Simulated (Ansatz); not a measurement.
# UCCSD/3-21G run of NH2 (SMILES [NH2])

Aim: the vertical doublet–quartet gap of NH2 at UCCSD/3-21G, from 2 runs. 

Program for the calculation: Ansatz 0.2.0.

48 further runs of the same task are left out: 48 set aside as unsound or not needed.

## Step 1: The system as given

NH2 has 3 atoms, charge 0, and is taken as a doublet. SMILES: `[NH2]`. Geometry: relaxed at GFN2-xTB.

Bond lengths: N1–H2 1.014 Å, N1–H3 1.014 Å. Angles: H2–N1–H3 110.0°.

## Step 2: A single-point energy at UCCSD/3-21G

Contents of in.yaml:

```yaml
basis:
  gaussian: {orbitals: 3-21G.json}
crystal:
  periodic: [false, false, false]
  atoms:
    - {symbol: N, position_ang: [0.307180, -0.182210, 0.151440]}
    - {symbol: H, position_ang: [0.155580, 0.820260, 0.174790]}
    - {symbol: H, position_ang: [-0.462760, -0.638040, -0.326220]}
magnetization: {spin_polarized: true, initial_magnetization: 1}
correlation: {method: ccsd, frozen_orbitals: {H: 0, "N": 1}}
accuracy: high
scf: {omitted_lower_state_checks: [cluster_reference, increment]}
```

The basis set 3-21G is read from a file made from the Basis Set Exchange's data (not shown).

Command:

```console
ansatz run in.yaml --threads 1 --pin off --max-ram 2610MiB --events-out events.jsonl --progress --plain --runs-dir runs
```

The program printed, shortened:

```text
Warning: RAYON_NUM_THREADS=1 ignored (pool sized by the plan → 1); use --threads N
Functional definition: HF
  name "HF"
[...]
248 factors; integrals over basis functions are off by at most 4.8e-9 eV
[...]
mean field -1503.28808442 eV, -55.2448181371 hartree, gradient 3.6e-8 eV, S^2 0.756244; 0 other end points of the search recorded, 0 dependent functions left out
1 core orbitals not correlated: weight in the atoms' cores, before any rotation towards them, 1.000 or more for the frozen orbitals, at most 0.000 for the correlated occupied ones
reference -1503.28808442 eV, -55.2448181371 hartree; 4, 3 occupied and 8, 9 virtual orbitals, 248 factors
second order -2.24037897 eV of doubles, -0.00000000 eV of singles
cycle   1  -2.48645891 eV  change   -2.5e-1 eV  update   3.2e-2
[...]
cycle  19  -2.60683741 eV  change  -1.1e-10 eV  update  3.5e-10
Total energy: -1505.89492183 eV, -55.3406176450 hartree
Checks for a lower state left out: cluster_reference, increment
```

Run time: 0.2 s. Hardware: 1 thread of Arm Neoverse V1, shared host.

## Step 3: The quartet, same level

Contents of run.yaml:

```yaml
crystal:
  periodic: [false, false, false]
  atoms:
    - {symbol: N, position_ang: [0.307180, -0.182210, 0.151440]}
    - {symbol: H, position_ang: [0.155580, 0.820260, 0.174790]}
    - {symbol: H, position_ang: [-0.462760, -0.638040, -0.326220]}
basis:
  gaussian: {orbitals: 3-21G.json}
magnetization: {spin_polarized: true, initial_magnetization: 3}
correlation: {method: ccsd, frozen_orbitals: {H: 0, "N": 1}}
accuracy: high
scf: {omitted_lower_state_checks: [cluster_reference, increment]}
```

The basis set 3-21G is read from a file made from the Basis Set Exchange's data (not shown).

Command:

```console
ansatz run run.yaml --threads 1 --pin off --max-ram 2610MiB --events-out events.jsonl --progress --plain --runs-dir runs
```

The program printed, shortened:

```text
Warning: RAYON_NUM_THREADS=1 ignored (pool sized by the plan → 1); use --threads N
[... 2 set-up lines as earlier in the session ...]
[...]
248 factors; integrals over basis functions are off by at most 4.8e-9 eV
[...]
mean field -1495.58971459 eV, -54.9619082640 hartree, gradient 6.7e-8 eV, S^2 3.752601; 2 other end points of the search recorded, 0 dependent functions left out
1 core orbitals not correlated: weight in the atoms' cores, before any rotation towards them, 1.000 or more for the frozen orbitals, at most 0.000 for the correlated occupied ones
reference -1495.58971459 eV, -54.9619082640 hartree; 5, 2 occupied and 7, 10 virtual orbitals, 248 factors
second order -1.76448949 eV of doubles, -0.00000000 eV of singles
cycle   1  -2.03196566 eV  change   -2.7e-1 eV  update   3.5e-2
[...]
cycle  20  -2.16061135 eV  change   4.0e-11 eV  update  8.3e-10
Total energy: -1497.75032593 eV, -55.0413092664 hartree
Checks for a lower state left out: cluster_reference, increment
```

Wall time 0.22 s (1 thread of Arm Neoverse V1, shared host).

## Step 4: What came out

At UCCSD/3-21G, 1 core orbital frozen:

| quantity | value |
| --- | --- |
| doublet: total energy | -55.34062 Eh |
| doublet: correlation energy (1 core orbital frozen) | -95.8 mEh |
| doublet: ⟨S²⟩ of the reference determinant | 0.756 |
| doublet: T1 diagnostic | 0.006 |
| quartet: total energy | -55.04131 Eh |
| quartet: correlation energy (1 core orbital frozen) | -79.4 mEh |
| quartet: ⟨S²⟩ of the reference determinant | 3.753 |
| quartet: T1 diagnostic | 0.006 |
| vertical energy of the quartet above the doublet | 8.145 eV |

What this shows: At this shape the quartet lies 8.14 eV (786 kJ/mol) above the doublet.
